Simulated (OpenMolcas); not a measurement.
**C4H5N (SMILES C=CCC#N) at MN15-L/6-311G(d,p)**

Aim: the vertical singlet–triplet gap of C4H5N at MN15-L/6-311G**, from 2 runs. 

Program for the calculation: OpenMolcas 26.06.

## (1) The structure to begin with

The species is C4H5N (10 atoms), meant as a singlet with charge 0. As SMILES, `C=CCC#N`. Geometry: relaxed at PBE0-D4/def2-TZVP. This is one conformer, not always the lowest.

Bond lengths: C1–C2 1.322 Å, C2–C3 1.502 Å, C3–C4 1.453 Å, C4–N5 1.149 Å, C1–H6 1.085 Å, C1–H7 1.083 Å, C2–H8 1.086 Å, C3–H9 1.096 Å, C3–H10 1.096 Å. Some angles: C1–C2–C3 125.6°, C2–C3–C4 113.9°, C3–C4–N5 179.2°, C1–C2–H8 120.3°, C3–C2–H8 114.1°, C2–C1–H6 121.8°, C2–C1–H7 120.8°, C2–C3–H9 110.1°, C2–C3–H10 110.1°, C4–C3–H9 108.3°.

## (2) The energy at MN15-L/6-311G(d,p)

File struct.xyz:

```xyz
10

C     -1.129800    -0.688300    -0.726400
C     -0.331500    -0.736700     0.326700
C      0.719500     0.278700     0.674500
C      0.811600     1.377200    -0.272100
N      0.873900     2.238900    -1.029700
H     -1.078900     0.123300    -1.444900
H     -1.863000    -1.465500    -0.902800
H     -0.403000    -1.561200     1.030500
H      0.524400     0.697000     1.668600
H      1.702000    -0.202800     0.738800
```

File job.inp:

```
&GATEWAY
 BasLib
 $CurrDir
 Coord
 struct.xyz
 Basis
 6-311Gss
 Group
 NoSym

&SEWARD

&SCF
 KSDFT
 2
 1.0 MGGA_X_MN15_L
 1.0 MGGA_C_MN15_L
 PrOrbitals
 0
```

The basis set 6-311G** is read from a file made from the Basis Set Exchange's data (not shown).

On the command line:

```
export MOLCAS_MEM=1860
pymolcas job.inp > job.log
```

What it wrote:

```text
--- Start Module: gateway ---
[...]
--- Stop Module: gateway /rc=_RC_ALL_IS_WELL_ ---
--- Start Module: seward ---
[...]
      Basis functions          120
--- Stop Module: seward /rc=_RC_ALL_IS_WELL_ ---
[...]
--- Start Module: scf ---
[...]
       Convergence after  14 Iterations
[...]
::    Total KS-DFT energy                            -210.0014348549
[...]
      Total spin, S                                     0.0000000000
[...]
      Total electronic charge=   36.000000
      Total            charge=   -0.000000
[...]
      Dipole Moment (debye):
      Origin of the operator (angstrom)=    0.1782    0.4728   -0.1982
                   X= -2.7774E-01               Y= -2.8626E+00               Z=  2.4222E+00           Total=  3.7601E+00
      Quadrupole Moment (debye*angstrom):
[...]
--- Stop Module: scf /rc=_RC_ALL_IS_WELL_ ---
[...]
```

Run time: 28 s. Hardware: 1 thread of Intel Xeon Platinum 8488C (Sapphire Rapids), shared host; peak memory 0.76 GiB.

## (3) The triplet

struct.xyz is that of step 2.

File job.inp:

```
&GATEWAY
 BASLIB
 $CurrDir
 COORD
 struct.xyz
 BASIS
 6-311Gss
 GROUP
 NoSym

&SEWARD

&SCF
 UHF
 SPIN
 3
 KSDFT
 2
 1.0 MGGA_X_MN15_L
 1.0 MGGA_C_MN15_L
 PRORBITALS
 0
```

The basis set 6-311G** is read from a file made from the Basis Set Exchange's data (not shown).

On the command line:

```
export MOLCAS_MEM=1860
pymolcas job.inp > job.log
```

What it wrote:

```text
--- Start Module: gateway ---
[...]
--- Stop Module: gateway /rc=_RC_ALL_IS_WELL_ ---
--- Start Module: seward ---
[...]
      Basis functions          120
--- Stop Module: seward /rc=_RC_ALL_IS_WELL_ ---
[...]
--- Start Module: scf ---
[...]
       Convergence after  20 Iterations
[...]
::    Total KS-DFT energy                            -209.8258245474
[...]
      Total spin, S                                     1.0046564579
[...]
      Total electronic charge=   36.000000
      Total            charge=   -0.000000
[...]
      Dipole Moment (debye):
      Origin of the operator (angstrom)=    0.1782    0.4728   -0.1982
                   X= -2.9770E-01               Y= -2.9531E+00               Z=  2.4837E+00           Total=  3.8701E+00
      Quadrupole Moment (debye*angstrom):
[...]
--- Stop Module: scf /rc=_RC_ALL_IS_WELL_ ---
[...]
```

Wall time 49 s (1 thread of Intel Xeon Platinum 8488C (Sapphire Rapids), shared host); peak memory 0.76 GiB.

## (4) Outcome

Level: MN15-L/6-311G**.

| quantity | value |
| --- | --- |
| singlet: total energy | -210.00143 Eh |
| singlet: dipole moment | 3.76 D |
| singlet: HOMO energy | -7.16 eV |
| singlet: LUMO energy | -0.52 eV |
| singlet: HOMO–LUMO gap | 6.64 eV |
| triplet: total energy | -209.82582 Eh |
| triplet: dipole moment | 3.87 D |
| triplet: HOMO energy (highest over α and β) | -2.25 eV |
| triplet: ⟨S²⟩ | 2.014 |
| vertical energy of the triplet above the singlet | 4.779 eV |

What this shows: This program's gradients are faulty for this kind of reference, so any forces in the log (triplet) can't be trusted; the energy can. At this shape the triplet lies 4.78 eV (461 kJ/mol) above the singlet.
